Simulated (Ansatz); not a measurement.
## Chalcopyrite CdGeAs2: cohesive energy by level of theory

No measured value is used here.

```tsv
level (code)	value (eV/atom)	cell (Å³/atom)
LDA (Ansatz)	3.58	24.21
PBE (Ansatz)	2.70	26.26
PBE-D4 (Ansatz)	___	25.20
PBEsol-D3(BJ) (Ansatz)	3.41	24.18
r²SCAN (Ansatz)	2.82	25.26
r²SCAN-D4 (Ansatz)	2.95	24.97
HSE06 (Ansatz)	___	25.33
```

Q: What belongs in the gaps?

A: 
- PBE-D4 (Ansatz, a quantum-chemistry and plane-wave program), value (eV/atom): 3.04
- HSE06 (Ansatz), value (eV/atom): 2.67

Each level is taken at its own relaxed cell. Cutoffs and k meshes differ between the levels. Ansatz's density-functional and Hartree–Fock values are scalar-relativistic unless marked +SOC, with PAW data made under PBE.
